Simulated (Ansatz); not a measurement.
The input, for Ansatz 0.2.0:

```yaml
crystal:
  periodic: [false, false, false]
  atoms:
    - {symbol: Si, position_ang: [0.000000, 0.000000, 0.000000]}
    - {symbol: S, position_ang: [0.000000, 0.000000, 1.930000]}
basis:
  gaussian: {orbitals: cc-pVDZ}
magnetization: {spin_polarized: false, initial_magnetization: 2}
correlation: {method: fic_mrcisd_q_relaxed, electrons: outside_noble_gas, active_space: {window: {electrons: 10, orbitals: 8}, shells: [{species: S, l: s, shell: 3}, {species: S, l: p, shell: 3}, {species: Si, l: s, shell: 3}, {species: Si, l: p, shell: 3}]}}
```

```sh
$ ansatz run in.yaml --threads 1 --pin off --events-out ev --progress --plain --max-ram 2393MiB
```

The program prints:

```
673 factors; integrals over basis functions are off by at most 1.8e-7 eV
mean field evaluation 1: about -18676.1113 eV, gradient 1.1e1 eV
mean field evaluation 2: about -18676.1167 eV, gradient 1.1e1 eV
mean field evaluation 4: about -18676.9642 eV, gradient 2.0e0 eV
mean field evaluation 8: about -18677.0921 eV, gradient 2.3e-1 eV
mean field evaluation 16: about -18677.1342 eV, gradient 2.0e0 eV
mean field evaluation 32: about -18676.7570 eV, gradient 1.2e-6 eV
mean field evaluation 64: about -18677.0982 eV, gradient 1.3e-2 eV
mean field evaluation 96: about -18677.0914 eV, gradient 6.7e-1 eV
mean field evaluation 128: about -18676.7570 eV, gradient 2.6e-3 eV
mean field -18677.16669653 eV, -686.3732162591 hartree, gradient 1.4e-6 eV, S^2 2.000000; 12 other end points of the search recorded, 0 dependent functions left out
reference -18677.16669653 eV, -686.3732162591 hartree; 16, 14 occupied and 20, 22 virtual orbitals, 673 factors
state -18678.52682230 eV, -686.4231999592 hartree
contracted CI cycle   1: correlation 0.00000000 eV, 0.0000000000 hartree, residual 1.52e1 eV
contracted CI cycle   2: correlation -4.01655274 eV, -0.1476055907 hartree, residual 3.08e0 eV
contracted CI cycle   3: correlation -4.18898323 eV, -0.1539422944 hartree, residual 8.69e-1 eV
contracted CI cycle   4: correlation -4.20393303 eV, -0.1544916892 hartree, residual 3.91e-1 eV
contracted CI cycle   5: correlation -4.20717735 eV, -0.1546109160 hartree, residual 1.79e-1 eV
contracted CI cycle   6: correlation -4.20785179 eV, -0.1546357013 hartree, residual 9.79e-2 eV
contracted CI cycle   7: correlation -4.20805487 eV, -0.1546431641 hartree, residual 5.25e-2 eV
contracted CI cycle   8: correlation -4.20811218 eV, -0.1546452704 hartree, residual 2.17e-2 eV
contracted CI cycle   9: correlation -4.20812155 eV, -0.1546456146 hartree, residual 9.15e-3 eV
contracted CI cycle  10: correlation -4.20812332 eV, -0.1546456796 hartree, residual 3.94e-3 eV
contracted CI cycle  11: correlation -4.20812368 eV, -0.1546456930 hartree, residual 1.92e-3 eV
contracted CI cycle  12: correlation -4.20812376 eV, -0.1546456958 hartree, residual 8.58e-4 eV
state -18678.52682230 eV, -686.4231999592 hartree; corrected -18683.09747034 eV, -686.5911681766 hartree
Total energy: -18683.09747034 eV, -686.5911681766 hartree
Checks for a lower state left out: starts, orbital_swaps
```

For the same geometry and basis UCCSDT(Q) lies 5.6 meV lower.

Ran on 1 thread of AMD EPYC 7B13, shared host: 5 s wall, 0.22 GiB peak host memory.
